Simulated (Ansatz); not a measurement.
The same path of C₂H₄Al (7 atoms, charge -1, multiplicity 1) was run twice with different band settings. Lost on the way: C1–H4. Made: C2–H4.

These are results of RKS r2SCANh-D4/def2-SVP in Ansatz 0.2.0, not measurements.

Relaxed end points:

```xyz
7
Properties=species:S:1:pos:R:3
C -1.108 -0.324 -1.123
C -0.198 -0.057 -0.199
Al 1.062 0.311 1.075
H -2.189 -0.464 -0.906
H -0.878 -0.435 -2.205
H 1.451 1.828 1.493
H 1.859 -0.859 1.864
```

```xyz
7
Properties=species:S:1:pos:R:3
C -0.535 -0.259 -1.303
C -1.145 -0.190 -0.097
Al 0.563 0.175 0.646
H -2.227 -0.343 0.002
H 0.630 -0.078 -1.275
H 1.153 1.674 0.831
H 1.561 -0.979 1.196
```

Common settings: spring 5.0 eV/Å²; optimiser quadratic models (default); start path through a guess of the saddle point; force threshold 0.05 eV/Å; end points relaxed.

| run | movable images | climbing image | iteration limit |
| --- | --- | --- | --- |
| 1 | 7 | yes | 57 |
| 2 | 1 | no | 60 |

Q: What does each run give, and how far can it be trusted?

A: Run 1: converged after 28 iterations, highest image 1.417 eV above the first end. The profile has 2 maxima (images 1, 5) with wells between them (image 2): this band takes more than one step, which may be the mechanism or a detour left from its start path. A vibrational analysis at the climbing image gives one clearly imaginary mode, 217i cm⁻¹: a first-order saddle point.
Run 2: converged after 12 iterations, highest image 1.274 eV above the first end. Neighbouring images differ by up to 1.3 eV, so the band resolves the path poorly. No image climbed, so the highest image needn't sit at the top of the path. So few images can step over the top or miss a turn of the path.
The orbitals stay closed-shell, which can raise the energy where a bond breaks towards radicals; this wasn't checked here. Limits of this set-up: an anion without diffuse functions, the dipole of an ion depends on the origin.
